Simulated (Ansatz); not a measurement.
Elements on the sites of an ideal bcc lattice, at a guessed lattice constant:

```
CELL_PARAMETERS angstrom
-3.93650 -3.93650 3.93650
-3.93650 3.93650 -3.93650
1.96825 -5.90475 -5.90475
ATOMIC_POSITIONS crystal
Au 0.66667 0.16667 0.66667
Au 0.16667 0.16667 0.66667
Bi 0.66667 0.66667 0.66667
Bi 0.16667 0.66667 0.66667
Bi 0.83333 0.83333 0.33333
Bi 0.33333 0.83333 0.33333
Bi 0.83333 0.33333 0.33333
Bi 0.33333 0.33333 0.33333
Bi 0.50000 0.50000 0.00000
Bi 0.00000 0.50000 0.00000
Bi 0.50000 0.00000 0.00000
Bi 0.00000 0.00000 0.00000
```

Cell and atoms were relaxed without symmetry on coarser meshes and computed once more. Method: Ansatz 0.2.0, DFT PBE, scalar-relativistic, plane waves, PAW.

Settings: cutoff 420 eV, Γ-centred mesh 5×5×4 on the computed 12-atom cell, Gaussian smearing of 0.10 eV; no spin polarisation.

The relaxation ran on 2×2×2 (shifted) and then 4×3×3 k points with a smearing of 0.1 eV, from sites shaken by 0.02 Å.

Question: What does the relaxation give?

Answer: A volume of 34.71 Å³/atom and no gap on the mesh. It lies 0.05 eV/atom above the elements' standard states (static lattices, no corrections for gases). The atoms leave their sites by 1.35 Å (root mean square) and 2.05 Å at most, and the cell stretches by up to 22.0 % at fixed volume, so the lattice hasn't survived.

```yaml
crystal:
  lattice:
    - [-3.54033, -4.27757, 3.76869]
    - [-4.97849, 4.35511, -5.22473]
    - [1.00639, -5.58664, -5.51194]
  atoms:
    - { symbol: Au, position: [0.80532, 0.00011, 0.58705] }
    - { symbol: Au, position: [0.27698, 0.99702, 0.58722] }
    - { symbol: Bi, position: [0.62937, 0.65687, 0.70560] }
    - { symbol: Bi, position: [0.09273, 0.65494, 0.70531] }
    - { symbol: Bi, position: [0.75471, 0.88072, 0.24298] }
    - { symbol: Bi, position: [0.21448, 0.88136, 0.24229] }
    - { symbol: Bi, position: [0.98410, 0.33870, 0.46005] }
    - { symbol: Bi, position: [0.44387, 0.33829, 0.46237] }
    - { symbol: Bi, position: [0.52957, 0.50118, 0.08113] }
    - { symbol: Bi, position: [0.06485, 0.50355, 0.08039] }
    - { symbol: Bi, position: [0.36861, 0.12102, 0.92685] }
    - { symbol: Bi, position: [0.83010, 0.12138, 0.92765] }
```

Spin-orbit coupling is left out, which matters for the bands of heavy elements.

Cost: 2 runs of about 8.1 core-minutes in all (earlier runs that led there not counted), on Intel Xeon 6975P-C (Granite Rapids) (shared hosts).